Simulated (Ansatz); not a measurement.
Input for Ansatz (development build ahead of 0.2.0):

```yaml
crystal:
  periodic: [false, false, false]
  atoms:
    - { symbol: C, position_ang: [0.0, 0.0, 0.7622] }
    - { symbol: C, position_ang: [0.0, 0.0, -0.7622] }
    - { symbol: H, position_ang: [0.0, 1.019, 1.1572] }
    - { symbol: H, position_ang: [-0.8824, -0.5095, 1.1572] }
    - { symbol: H, position_ang: [0.8824, -0.5095, 1.1572] }
    - { symbol: H, position_ang: [0.0, -1.019, -1.1572] }
    - { symbol: H, position_ang: [-0.8824, 0.5095, -1.1572] }
    - { symbol: H, position_ang: [0.8824, 0.5095, -1.1572] }
basis:
  gaussian: { orbitals: pcseg-2 }
hamiltonian:
  xc: { name: wB97X }
```

The input is written out in the form of the current development build from the run's settings.

The run gave:

```
Converged                       : yes
Total energy                    : -79.83424 hartree
Spin squared of the determinant : 0.000
Stability test                  : minimum among restricted orbitals
```
